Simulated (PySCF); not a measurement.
# Boron: a sound run and one with changed settings

Sound run: B [He] 2s2 2p1, B⁺ [He] 2s2. Computed with PySCF 2.14 in x2c-SVPall (3s2p1d, 14 functions), with the spin-free X2C one-electron Hamiltonian (Gaussian nucleus). In the sound run the correlated levels freeze 1s2. The sound run starts from symmetry-adapted Hartree-Fock orbitals and uses a fine grid where one is needed.

A second run was set up differently.

```
species   method  sound run (hartree)  changed run (hartree)  converged
      B      MP2            -24.54309              -24.54423        yes
      B  CCSD(T)            -24.56496              -24.56594        yes
     B⁺      MP2            -24.24156              -24.24264        yes
     B⁺  CCSD(T)            -24.26798              -24.26878        yes
```

Ionisation energy of B:

```json
{"method": "UHF", "sound run (eV)": "8.123", "changed run (eV)": "8.123"}
{"method": "MP2", "sound run (eV)": "8.205", "changed run (eV)": "8.207"}
{"method": "SCS-MP2", "sound run (eV)": "8.167", "changed run (eV)": "8.166"}
{"method": "CCSD", "sound run (eV)": "8.058", "changed run (eV)": "8.063"}
{"method": "CCSD(T)", "sound run (eV)": "8.081", "changed run (eV)": "8.086"}
```

Question: What was changed?
A. a valence shell is frozen
B. too few SCF iterations
C. basis contracted for another Hamiltonian
D. all electrons correlated in a valence basis

Answer: D. A valence basis has no tight correlating functions, so it recovers only part of the core correlation, and not evenly between atom and ion.
